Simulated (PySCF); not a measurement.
ozone (O3), SMILES O=[O+][O-].

Geometry: PBE0-D3(BJ)/def2-TZVP. The molecule may have multireference character, which single-reference levels describe poorly.

Level of theory: PBE0-D3(BJ)/def2-TZVP (PySCF).

No scaling factor is applied to the harmonic values.

```csv
mode,ν (cm⁻¹),IR (km/mol),Raman (Å⁴/amu),depolarisation,moving atoms (share of kinetic energy)
1,780,8.1,5.3,0.45,O 100 %
2,1304,253.6,4.2,0.75,O 100 %
3,1326,0.2,16.2,0.16,O 100 %
```
